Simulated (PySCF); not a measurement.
Gas-phase reaction: 3 NH2 ⇌ N + 2 NH3

Method: PySCF energies plus ideal-gas RRHO corrections (1 bar). 'Table' is the NASA 1993 thermochemical table (part measured, part estimated). † marks an energy on the PBE0/def2-TZVP geometry and frequencies; other levels use their own. MP2 freezes the core. 6-31G* has spherical d functions here. Open shells (unrestricted): NH2 (multiplicity 2), N (multiplicity 4); the rest are closed-shell singlets. B3LYP is the form with VWN-RPA correlation. MP2 isn't extrapolated to the basis-set limit; its ΔH°(298 K) is -218.4 kJ in def2-SVP and -212.1 kJ in def2-TZVPP. The harmonic model lacks anharmonicity and excited electronic states, which grow with temperature; levels with a mode under 35 cm⁻¹ are left out. The table's entry may be an old estimate for NH2 (not checked at source).

```json
[
 {"level": "table", "ΔH°(298 K), kJ": "-186.6", "minus table": "-", "ΔG°(800 K), kJ": "-148.2"},
 {"level": "B3LYP/6-31G*", "ΔH°(298 K), kJ": "-138.4", "minus table": "48.2", "ΔG°(800 K), kJ": "-99.5"},
 {"level": "MP2/def2-SVP†", "ΔH°(298 K), kJ": "-218.4", "minus table": "-31.8", "ΔG°(800 K), kJ": "-180.1"},
 {"level": "MP2/def2-TZVPP†", "ΔH°(298 K), kJ": "-212.1", "minus table": "-25.5", "ΔG°(800 K), kJ": "-173.8"},
 {"level": "PBE0/def2-SVP†", "ΔH°(298 K), kJ": "-151.4", "minus table": "35.2", "ΔG°(800 K), kJ": "-113.1"},
 {"level": "PBE0/def2-TZVP", "ΔH°(298 K), kJ": "-146.6", "minus table": "40.0", "ΔG°(800 K), kJ": "-108.2"},
 {"level": "r2SCAN/def2-TZVP†", "ΔH°(298 K), kJ": "-135.3", "minus table": "51.3", "ΔG°(800 K), kJ": "-97.0"},
 {"level": "ωB97M-V/def2-TZVP†", "ΔH°(298 K), kJ": "-167.8", "minus table": "18.8", "ΔG°(800 K), kJ": "-129.5"},
 {"level": "ωB97X-V/def2-TZVP†", "ΔH°(298 K), kJ": "-157.3", "minus table": "29.3", "ΔG°(800 K), kJ": "-119.0"}
]
```
